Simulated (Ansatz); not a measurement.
**H2O (singlet): wave-function methods side by side at distance O1–H2 = 0.960 Å, cc-pVDZ**

An exercise on one series of results from a longer session: the logs are not shown, and one member is left open.

Computed with Ansatz 0.2.0, Gaussian basis. Level: cc-pVDZ, core rule «outside noble gas», up to 1 orbitals frozen.

To be run: UHF; CCSD(T) on RHF; BCCD(T) on RHF; CISD; CCSDT(Q) on RHF; CCSDTQ on RHF; CASSCF and MRCISD+Q, 2 electrons in 2 orbitals; CASSCF and NEVPT2, 2 electrons in 2 orbitals; CASSCF and MRCISD+Q, 8 electrons in 6 orbitals; CASSCF and NEVPT2, 8 electrons in 6 orbitals; Full CI.

## What is computed

The geometry derives from a PBE0/def2-TZVP stationary point (not a proven minimum). One bond is set to the value named and the two fragments are kept rigid.

3 atoms, charge 0, spin multiplicity 1.

Atoms are counted from 1 here; the program's logs count them from 0.

Bond lengths: O1–H2 0.960 Å, O1–H3 0.960 Å. Angles: H2–O1–H3 105.1°.

Set-up of the first run:

File in.yaml:

```yaml
crystal:
  periodic: [false, false, false]
  atoms:
    - {symbol: O, position_ang: [0.000000, -0.065318, 0.000000]}
    - {symbol: H, position_ang: [0.000000, 0.518410, -0.761550]}
    - {symbol: H, position_ang: [0.000000, 0.518410, 0.761550]}
basis:
  gaussian: {orbitals: cc-pVDZ}
magnetization: {spin_polarized: true, initial_magnetization: 0}
hamiltonian: {xc: hf}
output: {orbitals: {seedname: orbitals}}
```

On the command line:

```bash
$ ansatz run in.yaml --threads 1 --pin off --events-out ev --progress --plain --max-ram 2816MiB --backend cpu
```

Steps of the session up to this table: UHF; CCSD(T) on RHF; BCCD(T) on RHF; CISD; CCSDT(Q) on RHF; CCSDTQ on RHF; CASSCF and MRCISD+Q, 2 electrons in 2 orbitals; CASSCF and NEVPT2, 2 electrons in 2 orbitals; CASSCF and MRCISD+Q, 8 electrons in 6 orbitals; CASSCF and NEVPT2, 8 electrons in 6 orbitals; Full CI.

One table of the session follows, with a row left open; its other results are not shown here.

| method | from FCI (kJ/mol) |
| --- | --- |
| RHF | +564.4 |
| RMP2 | +34.8 |
| CISD | +30.8 |
| RCCSD | ? |
| RCCSD(T) | +1.7 |
| BCCD(T) | +1.7 |
| RCCSDT | +1.2 |
| RCCSDT(Q) | 0.0 |
| RCCSDTQ | 0.0 |
| CASSCF pair | +509.5 |
| NEVPT2 pair | +32.5 |
| MRCISD pair | +24.8 |
| MRCISD+Q pair | +2.4 |
| CASSCF valence | +425.4 |
| NEVPT2 valence | +59.9 |
| MRCISD valence | +16.0 |
| MRCISD+Q valence | +0.7 |
| FCI | 0 |

**Question.** Estimate the row for RCCSD.

**Answer.** from FCI (kJ/mol): +9.7. In the column «from FCI (kJ/mol)» it lies between MRCISD+Q pair (+2.4) and MRCISD valence (+16.0).
